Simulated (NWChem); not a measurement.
An input for CH2BN (BH2(CN))

CH2BN has 5 atoms, charge 0, and is taken as a singlet. SMILES: `[H]B([H])C#N`. The shape is that of a GFN2-xTB optimisation.

```xyz
5

B     0.3037    0.5276    0.0085
H     1.4689    0.5060    0.0583
H    -0.2983    1.5260   -0.0270
C    -0.4507   -0.7816   -0.0120
N    -1.0237   -1.7779   -0.0278
```

Settings wanted:

```
task                      : gradient
method                    : DFT
functional                : TPSSh
basis set                 : 6-31G
reference                 : RKS
integration grid          : xfine
SCF convergence threshold : 1e-08
iteration cap             : 100
symmetry                  : none
module                    : dft
d and f functions         : spherical
```

Task: Write the NWChem 7.3.0 input and the command.

Result: This one ran through:

run.py:
```python
from ase import Atoms
from ase.calculators.nwchem import NWChem

atoms = Atoms(['B', 'H', 'H', 'C', 'N'], positions=[
    [0.303740, 0.527560, 0.008500],
    [1.468860, 0.505990, 0.058320],
    [-0.298270, 1.526000, -0.026970],
    [-0.450670, -0.781610, -0.012050],
    [-1.023660, -1.777940, -0.027800],
])

calc = NWChem(
    label='ch2bn',
    theory='dft',
    memory='2200 mb',
    basis='6-31G',
    basispar='spherical bse',
    dft={'xc': 'xctpssh', 'mult': '1', 'grid': 'xfine', 'convergence': 'energy 1e-08', 'iterations': '100', 'mulliken': None, 'print': 'low'},
)
atoms.calc = calc

forces = atoms.get_forces()
e = atoms.get_potential_energy()
print(f"E = {e:.6f} eV")
print("forces (eV/A):")
for s, f in zip(atoms.symbols, forces):
    print(f"{s:2s} {f[0]:10.5f} {f[1]:10.5f} {f[2]:10.5f}")
```

```bash
$ export ASE_NWCHEM_COMMAND="nwchem PREFIX.nwi > PREFIX.nwo"
$ python run.py
```

Calculated total energy: -118.84280 Eh, largest force 3.906 eV/Å. The shape is far from stationary at this level.
